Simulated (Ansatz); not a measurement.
This Ansatz (a quantum-chemistry and plane-wave program) input (PBE0/cc-pVTZ) gives -189.63206 Eh with 118 basis functions. A basis named .json is the Basis Set Exchange file of that set (core-valence sets with the plain set on hydrogen).

Ansatz 0.2 input:
```yaml
crystal:
  periodic: [false, false, false]
  atoms:
    - {symbol: O, position_ang: [-1.03161242, -0.43547658, -0.01906221]}
    - {symbol: C, position_ang: [0.00415137, 0.42058817, 0.00392352]}
    - {symbol: O, position_ang: [1.15861150, 0.10574915, 0.01788813]}
    - {symbol: H, position_ang: [-0.66969788, -1.33749408, -0.02206250]}
    - {symbol: H, position_ang: [-0.37120299, 1.45178455, 0.00791402]}
basis:
  gaussian:
    orbitals: cc-pVTZ
    final_grid: {core_spheres: 6, valence_spheres: 5, degree: 17}
hamiltonian:
  xc: {name: PBE0}
magnetization: {spin_polarized: false}
```

Change:
```diff
- final_grid: {core_spheres: 6, valence_spheres: 5, degree: 17}
+ fitting: {mean_field: cc-pV5Z-JKFIT.json}
```

Question: What does the run give now?

Answer: -189.63196 Eh (PBE0/cc-pVTZ, 118 functions), a change of +0.10 mEh.
